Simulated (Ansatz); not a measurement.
# ClH3SSi (SMILES S[SiH2]Cl): single points off equilibrium

The task here is to estimate one member of a computed series from the others.

Computed with Ansatz 0.2.0, Gaussian basis. Level: single points in def2-TZVPP.

Cores are frozen in the correlated methods.

### The system as given

SMILES `S[SiH2]Cl`, 6 atoms, charge 0, spin multiplicity 1.

Atoms are counted from 1 here; the program's logs count them from 0.

Bond lengths: S1–Si2 2.167 Å, S1–H4 1.419 Å, Si2–Cl3 2.348 Å, Si2–H5 1.232 Å. Angles: Si2–S1–H4 91.8°, S1–Si2–Cl3 107.3°, S1–Si2–H5 115.9°, Cl3–Si2–H5 110.3°.

Coordinates:

```
S    -1.10190   -1.16770   -0.22920
Si    0.58570    0.14730    0.11400
Cl   -0.25030    2.33900    0.22610
H    -1.59410   -0.33660   -1.26870
H     1.49720    0.07860   -0.71240
H     1.06550   -0.55450    1.67630
```

Set-up of the first run:

run/in.yaml reads:

```yaml
crystal:
  periodic: [false, false, false]
  atoms:
    - {symbol: S, position_ang: [-1.101900, -1.167700, -0.229200]}
    - {symbol: Si, position_ang: [0.585700, 0.147300, 0.114000]}
    - {symbol: Cl, position_ang: [-0.250300, 2.339000, 0.226100]}
    - {symbol: H, position_ang: [-1.594100, -0.336600, -1.268700]}
    - {symbol: H, position_ang: [1.497200, 0.078600, -0.712400]}
    - {symbol: H, position_ang: [1.065500, -0.554500, 1.676300]}
basis:
  gaussian: {orbitals: def2-TZVPP}
correlation: {method: ccsd_t}
output: {forces: true}
```

No record of the launch command was kept for these runs.

Among the steps run: CCSD(T)/def2-TZVPP; PBE0-D4/def2-TZVPP; wB97M-V/def2-TZVPP; r2SCAN-D4/def2-TZVPP; PBE-D4/def2-TZVPP; CAM-B3LYP-D4/def2-TZVPP; wB97X-V/def2-TZVPP.

One of the session's tables, all rows but one given; the rest of the session is left out.

| method | RMS force component (eV/Å) | angle to CCSD(T) forces (°) | dipole (D) |
| --- | --- | --- | --- |
| CCSD(T) | 3.347 | reference | 1.94 |
| PBE0-D4 | ? | ? | ? |
| wB97M-V | 3.322 | 1.1 | 2.03 |
| r2SCAN-D4 | 3.331 | 1.1 | 1.96 |
| PBE-D4 | 3.282 | 3.1 | 1.86 |
| CAM-B3LYP-D4 | 3.318 | 1.2 | 2.03 |
| wB97X-V | 3.407 | 1.1 | 2.05 |

**Question.** Estimate the row for PBE0-D4.

**Answer.** RMS force component (eV/Å): 3.356; angle to CCSD(T) forces (°): 1.1; dipole (D): 1.98. In the column «RMS force component (eV/Å)» it lies between CCSD(T) (3.347) and wB97X-V (3.407).
